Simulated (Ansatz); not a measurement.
The same path of FH3Si (5 atoms, charge 0, multiplicity 1) was run 3 times with different band settings. Lost on the way: Si1–H2. Made: H2–F3.

Method: RKS B3LYP-D4/def2-SVP (Ansatz).

Relaxed end points:

```xyz
5
Properties=species:S:1:pos:R:3
Si 0.210 0.000 0.188
H 0.168 0.000 1.674
F 1.766 0.000 -0.288
H -0.450 1.221 -0.347
H -0.450 -1.221 -0.347
```

```xyz
5
Properties=species:S:1:pos:R:3
Si -0.719 0.000 0.223
H 1.453 0.000 1.597
F 1.480 0.000 0.663
H -0.485 1.110 -0.802
H -0.485 -1.110 -0.802
```

Common settings: spring 5.0 eV/Å²; optimiser quadratic models (default); start path through a guess of the saddle point; force threshold 0.05 eV/Å; iteration limit 60; end points relaxed.

| run | movable images | climbing image |
| --- | --- | --- |
| 1 | 7 | yes |
| 2 | 3 | no |
| 3 | 3 | no |

(1) What does each run give, and how far can it be trusted?

Results:

(1) Run 1: converged after 7 iterations, highest image 3.612 eV above the first end. Neighbouring images differ by up to 1.3 eV, so the band resolves the path poorly. A vibrational analysis at the climbing image gives one clearly imaginary mode, 1197i cm⁻¹: a first-order saddle point.
Run 2: converged after 7 iterations, highest image 3.403 eV above the first end. Neighbouring images differ by up to 2.3 eV, so the band resolves the path poorly. No image climbed, so the highest image needn't sit at the top of the path. So few images can step over the top or miss a turn of the path.
Run 3: converged after 7 iterations, highest image 3.403 eV above the first end. Neighbouring images differ by up to 2.3 eV, so the band resolves the path poorly. No image climbed, so the highest image needn't sit at the top of the path. So few images can step over the top or miss a turn of the path.
The orbitals stay closed-shell, which can raise the energy where a bond breaks towards radicals; this wasn't checked here.
